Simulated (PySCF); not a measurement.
# SO (triplet): changing the method

Starting from one script, swap the method and compare what comes out for SO (triplet).

The runs use PySCF 2.14.0; method and basis as typed in the scripts.

3 further runs of the same task are left out: 2 that didn't finish, 1 set aside as unsound or not needed.

## (1) The system as given

SO (triplet): 2 atoms, charge 0, spin multiplicity 3.

Bond lengths: S1–O2 1.427 Å.

## (2) The base run

File input.py:

```python
from pyscf import gto, dft

mol = gto.M(
    atom='S 0 0 0; O 0 0 1.427',
    basis='jorge-dzp',
    charge=0,
    spin=2,
    verbose=3,
)
mf = dft.UKS(mol, xc='m062x')
mf.kernel()
g = mf.nuc_grad_method()
g.grid_response = True
g.kernel()
mf.dip_moment()
print('orbital energies (hartree):', [e[max(0, n-3):n+3].round(4) for e, n in zip(mf.mo_energy, mol.nelec)])
```

Run with:

```
$ OMP_NUM_THREADS=1 python input.py
```

Its log is not repeated here.

Base result: E(SCF) = -473.315570 Eh, ⟨S²⟩ = 2.009, μ = 1.68 D, gradient on the second atom -0.1100 Eh/bohr.

The bond length is a typed value, not an optimised one. The triplet is typed in the script; nothing here shows that it is the ground state.

## (3) Wb97x

Variant 1 changes functional: m062x → wb97x.

Edit input.py of step 2 so:

```diff
@@ -9,3 +9,3 @@
 )
-mf = dft.UKS(mol, xc='m062x')
+mf = dft.UKS(mol, xc='wb97x')
 mf.kernel()
```

Run with:

```
$ OMP_NUM_THREADS=1 python input.py
```

The program printed:

```text
WARN: HOMO -0.218084893216546 >= LUMO -0.218084893216562

converged SCF energy = -473.338617747448  <S^2> = 2.0086936  2S+1 = 3.0057901
--------------- UKS gradients ---------------
         x                y                z
0 S     0.0000000000    -0.0000000000     0.1121005669
1 O    -0.0000000000     0.0000000000    -0.1121005669
----------------------------------------------
Dipole moment(X, Y, Z, Debye): -0.00000, -0.00000, -1.58001
orbital energies (hartree): [array([-0.5675, -0.3532, -0.3532,  0.1341,  0.4562,  0.4562]), array([-0.5295, -0.5083, -0.5083, -0.0222, -0.0222,  0.1541])]
```

It took 3.6 s on 1 thread of Intel Xeon Platinum 8488C, shared host.

Outcome: E(SCF) = -473.338618 Eh, ⟨S²⟩ = 2.009, μ = 1.58 D, gradient on the second atom -0.1121 Eh/bohr.

## (4) B3lyp

Variant 2 changes functional: m062x → b3lyp.

Edit input.py of step 2 so:

```diff
@@ -9,3 +9,3 @@
 )
-mf = dft.UKS(mol, xc='m062x')
+mf = dft.UKS(mol, xc='b3lyp')
 mf.kernel()
```

Run with:

```
$ OMP_NUM_THREADS=1 python input.py
```

The program printed:

```text
WARN: HOMO -0.213990652798488 >= LUMO -0.213990652798533

converged SCF energy = -473.381602652934  <S^2> = 2.0064427  2S+1 = 3.004292
--------------- UKS gradients ---------------
         x                y                z
0 S     0.0000000000     0.0000000000     0.1244151213
1 O    -0.0000000000    -0.0000000000    -0.1244151213
----------------------------------------------
Dipole moment(X, Y, Z, Debye): -0.00000, -0.00000, -1.54301
orbital energies (hartree): [array([-0.4603, -0.2531, -0.2531,  0.0363,  0.3518,  0.3518]), array([-0.4268, -0.4063, -0.4063, -0.1168, -0.1168,  0.0575])]
```

Wall time 2.9 s (1 thread of Intel Xeon Platinum 8488C, shared host).

Result: E(SCF) = -473.381603 Eh, ⟨S²⟩ = 2.006, μ = 1.54 D, gradient on the second atom -0.1244 Eh/bohr.

## (5) Tpss

Variant 3 changes functional: m062x → tpss.

Edit input.py of step 2 so:

```diff
@@ -9,3 +9,3 @@
 )
-mf = dft.UKS(mol, xc='m062x')
+mf = dft.UKS(mol, xc='tpss')
 mf.kernel()
```

Run with:

```
$ OMP_NUM_THREADS=1 python input.py
```

The program printed:

```text
WARN: HOMO -0.211817404596111 >= LUMO -0.211817404596182

converged SCF energy = -473.397403820555  <S^2> = 2.0044291  2S+1 = 3.0029513
--------------- UKS gradients ---------------
         x                y                z
0 S     0.0000000000     0.0000000000     0.1372746615
1 O    -0.0000000000    -0.0000000000    -0.1372746615
----------------------------------------------
Dipole moment(X, Y, Z, Debye):  0.00000, -0.00000, -1.40114
orbital energies (hartree): [array([-0.4106, -0.2131, -0.2131,  0.0125,  0.3402,  0.3402]), array([-0.383 , -0.369 , -0.369 , -0.1425, -0.1425,  0.0357])]
```

Run time: 4.6 s. Hardware: 1 thread of Intel Xeon Platinum 8488C, shared host.

Result: E(SCF) = -473.397404 Eh, ⟨S²⟩ = 2.004, μ = 1.40 D, gradient on the second atom -0.1373 Eh/bohr.

## (6) Bhandhlyp

Variant 4 changes functional: m062x → bhandhlyp.

Edit input.py of step 2 so:

```diff
@@ -9,3 +9,3 @@
 )
-mf = dft.UKS(mol, xc='m062x')
+mf = dft.UKS(mol, xc='bhandhlyp')
 mf.kernel()
```

Run with:

```
$ OMP_NUM_THREADS=1 python input.py
```

The program printed:

```text
WARN: HOMO -0.212291362304237 >= LUMO -0.21229136230434

converged SCF energy = -473.326343282679  <S^2> = 2.0143519  2S+1 = 3.0095527
--------------- UKS gradients ---------------
         x                y                z
0 S    -0.0000000000     0.0000000000     0.0975511385
1 O     0.0000000000    -0.0000000000    -0.0975511385
----------------------------------------------
Dipole moment(X, Y, Z, Debye): -0.00000,  0.00000, -1.70012
orbital energies (hartree): [array([-0.5378, -0.3177, -0.3177,  0.0874,  0.4046,  0.4046]), array([-0.4942, -0.4565, -0.4565, -0.0614, -0.0614,  0.11  ])]
```

Run time: 3.6 s. Hardware: 1 thread of Intel Xeon Platinum 8488C, shared host.

This run: E(SCF) = -473.326343 Eh, ⟨S²⟩ = 2.014, μ = 1.70 D, gradient on the second atom -0.0976 Eh/bohr.

## (7) Comparison

```csv
run,E(SCF) (hartree),from base (eV),"gap, α spin (eV)",SCF dipole (D)
base,-473.315570,0,10.85,1.68
wb97x,-473.338618,not comparable,13.26,1.58
b3lyp,-473.381603,not comparable,7.87,1.54
tpss,-473.397404,not comparable,6.14,1.40
bhandhlyp,-473.326343,not comparable,11.02,1.70
```

Wall time on 1 thread of Intel Xeon Platinum 8488C, shared host, start-up included: base 4.1 s; wb97x 3.6 s; b3lyp 2.9 s; tpss 4.6 s; bhandhlyp 3.6 s.

The α-spin gap between the frontier levels is 6.1 eV with tpss (0 % exact exchange) and 10.9 eV with m062x (54 %): exact exchange opens it. Total energies of different functionals can't be compared with each other; differences within one functional can.
